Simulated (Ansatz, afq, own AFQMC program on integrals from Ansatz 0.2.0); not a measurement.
Where AFQMC and coupled cluster stand for BNH2, triplet

```yaml
atoms:
  - { symbol: B, position_ang: [0.0000, -0.1759, 0.7696] }
  - { symbol: N, position_ang: [0.0000, 0.0132, -0.5930] }
  - { symbol: H, position_ang: [0.0000, 0.9379, 1.2561] }
  - { symbol: H, position_ang: [0.0000, 0.7656, -1.2699] }
```

Connectivity, by distances: BH–NH.

Basis cc-pVDZ. Noble-gas cores (and the filled d shells of Ga–Kr and In–Xe) are frozen. AFQMC by an in-house program on the Cholesky factors that Ansatz 0.2.0 writes for its CCSD(T) run. The CISD trial takes its coefficients from CCSD amplitudes. Released means that phaseless walkers are propagated on without the constraint, phases kept. ± is one standard error of the sampling.

Determinant: UHF, the one that the program's search chose, which needn't be the lowest solution. The geometry is a point of a scan.

No full CI on the walks' own integrals is used here; CCSDT(Q) serves as the reference and is uncertain by about the last step of the cluster series.

Cautions: lower spins were not checked; the released energies move by 1.5 errors or more from one time to the next, so no released level is given (meV from the phaseless value at times in 1/Eh: -11 ± 11 at 0.24, -9 ± 13 at 0.51, -19 ± 14 at 0.99, -8 ± 11 at 1.62, -30 ± 14 at 2.40), though the last usable value meets CCSDT(Q) within the noise.

```
T1 diagnostic                               : 0.0270
weight of the determinant in the CISD state : 0.894
⟨S²⟩ of the determinant                     : 2.008
size of the correlated space                : 10 electrons in 36 orbitals
```

Reference: CCSDT(Q), correlation energy -6.424 eV.

| level | E − E(reference) (kJ/mol) | share of correlation (%) |
| --- | --- | --- |
| HF | 619.8 | 0.00 |
| MP2 | 100.0 | 83.86 |
| CCSD | 22.6 | 96.35 |
| CCSD(T) | 4.9 | 99.21 |
| CCSDT | 1.3 | 99.78 |
| ph-AFQMC/CISD | 1.9 ± 1.3 | 99.69 |

A walk keeps the symmetry of its determinant, which the program's search chose and which needn't be the lowest solution, so a lower state of the same spin and another symmetry isn't excluded.
